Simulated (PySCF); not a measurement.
All values below come from PBE-D3(BJ)/def2-TZVP // B3LYP-D3(BJ)/def2-SVP (PySCF 2.14.0). Isolated molecules, 0 K electronic values unless said otherwise. 

Reference species (SMILES): `O` (neutral, multiplicity 1).

```json
{
 "dipole_moment": "2.05 D",
 "HOMO": "-6.97 eV"
}
```

Changed species: `N` (free base NH3; the reference has free base H2O).

**Question.** What does the change do to the dipole moment and HOMO?

**Answer.** the dipole moment drops by 0.30 D, to 1.75 D; the HOMO increases by 0.90 eV, to -6.07 eV.
